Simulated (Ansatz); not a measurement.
The first iterations of a band of BClH2 + ClH (6 atoms, charge 0, multiplicity 1).

Theory: RKS PBE-D4/def2-SVP in Ansatz.

```yaml
movable_images: 7
climbing_image: yes
spring: 5.0 eV/Å²
optimiser: quadratic models (default)
start_path: through a guess of the saddle point
force_threshold: 0.2 eV/Å
iteration_limit: 60
end_points: relaxed
```

Initial state:

```xyz
6
Properties=species:S:1:pos:R:3
B 0.010 0.262 -0.070
H 0.112 0.714 1.051
H 0.961 0.013 -0.777
Cl -1.594 0.253 -0.802
Cl 0.189 -2.227 1.006
H -0.652 -1.915 1.946
```

Final state:

```xyz
6
Properties=species:S:1:pos:R:3
B 0.010 -0.644 -0.608
H -0.443 0.319 2.353
H 1.043 -0.020 -0.557
Cl -1.479 0.177 -1.020
Cl 0.018 -2.362 -0.280
H -0.124 -0.370 2.467
```

| iteration | highest image above the first end (eV) | largest band force component (eV/Å) |
| --- | --- | --- |
| 1 | 1.841 | 4.040 |
| 2 | 0.719 | 2.042 |
| 3 | 0.280 | 1.380 |
| 4 | 0.534 | 3.867 |
| 5 | 0.299 | 1.192 |
| 6 | 0.235 | 1.956 |
| 7 | 0.219 | 0.745 |

Does the band converge within its limit, and where does its top end?

The forces met the threshold. It ended after 23 iterations with the highest image 0.306 eV above the first end. The threshold of 0.2 eV/Å is loose, so the images may lie well off the minimum-energy path. The order of the stationary point at the top wasn't checked. The orbitals stay closed-shell, which can raise the energy where a bond breaks towards radicals; this wasn't checked here.

The run took 3.1 min on 1 thread of Arm Neoverse V2, on a shared host, peak memory 0.11 GiB.
